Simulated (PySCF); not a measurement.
PySCF input:

```python
from pyscf import gto, scf, dft

mol = gto.M(
    atom='''
    N    -0.00356243    0.11201664    0.09548205
    H     0.80776927   -0.37468272   -0.32489897
    H    -0.78283228   -0.40943375   -0.34347535
    ''',
    basis='def2-tzvpd',
    charge=-1,
    spin=0,
    verbose=4,
)

mf = dft.RKS(mol, xc='mn15').density_fit(auxbasis='def2-universal-jkfit')
mf.grids.level = 4
mf.conv_tol = 1e-9
mf.max_cycle = 100
mf.max_memory = 1500
mf.kernel()
if not mf.converged:
    mf = mf.newton()
    mf.kernel(mf.make_rdm1())
mf.analyze()
```

Task: What final total energy does it print?

Result: -55.85041 Eh (MN15/def2-TZVPD).

Whether it binds its extra electron was not tested at this geometry.
